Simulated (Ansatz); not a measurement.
# Al₂F (sextet): from Hartree-Fock to the top rungs, cc-pVDZ

An exercise on one series of results from a longer session: the logs are not shown, and one member is left open.

The runs use Ansatz 0.2.0, Gaussian basis; cc-pVDZ, core rule «outside noble gas», up to 11 orbitals frozen.

Plan: UHF; CCSD(T) on ROHF; CCSD(T) on UHF; BCCD(T) on ROHF; CISD; CCSDT(Q) on ROHF; CCSDT(Q) on UHF.

32 further runs of the same task are left out: 11 for a known fault of the program, 9 that didn't finish, 12 set aside as unsound or not needed.

### What is computed

The geometry is a PBE0/def2-TZVP stationary point (not a proven minimum) of the parent state, kept for this charge and spin.

3 atoms, charge 0, spin multiplicity 6.

Atoms are counted from 1 here; the program's logs count them from 0.

Bond lengths: Al1–Al2 2.338 Å, Al2–F3 1.647 Å. Angles: Al1–Al2–F3 180.0°.

Set-up of the first run:

The input, in.yaml:

```yaml
crystal:
  periodic: [false, false, false]
  atoms:
    - {symbol: Al, position_ang: [0.000000, 0.000000, 2.107800]}
    - {symbol: Al, position_ang: [0.000000, 0.000000, -0.230400]}
    - {symbol: F, position_ang: [0.000000, 0.000000, -1.877400]}
basis:
  gaussian: {orbitals: cc-pVDZ}
magnetization: {spin_polarized: true, initial_magnetization: 5}
hamiltonian: {xc: hf}
output: {orbitals: {seedname: orbitals}}
```

On the command line:

```console
$ ansatz run in.yaml --threads 1 --pin off --events-out ev --progress --plain --max-ram 2393MiB
```

Steps of the session up to this table: UHF; CCSD(T) on ROHF; CCSD(T) on UHF; BCCD(T) on ROHF; CISD; CCSDT(Q) on ROHF; CCSDT(Q) on UHF.

One table of the session follows, with a row left open; its other results are not shown here.

| method | from UCCSDT(Q) (meV) |
| --- | --- |
| ROHF | +7001.5 |
| UHF | +6978.1 |
| RMP2 | +498.3 |
| UMP2 | +490.7 |
| CISD | +626.2 |
| RCCSD | +183.8 |
| UCCSD | ? |
| RCCSD(T) | +37.4 |
| UCCSD(T) | +36.4 |
| BCCD(T) | +33.3 |
| RCCSDT | +17.2 |
| UCCSDT | +16.4 |
| RCCSDT(Q) | +5.8 |
| UCCSDT(Q) | 0 |

Q: Estimate the row for UCCSD from the others.

As computed: from UCCSDT(Q) (meV): +183.0. In the column «from UCCSDT(Q) (meV)» it lies between RCCSD(T) (+37.4) and RCCSD (+183.8).

Limits of these values: Restricted and unrestricted rows rest on different reference determinants; where their highest levels disagree by more than a few hundredths of an eV, they describe different states and don't form one ladder.
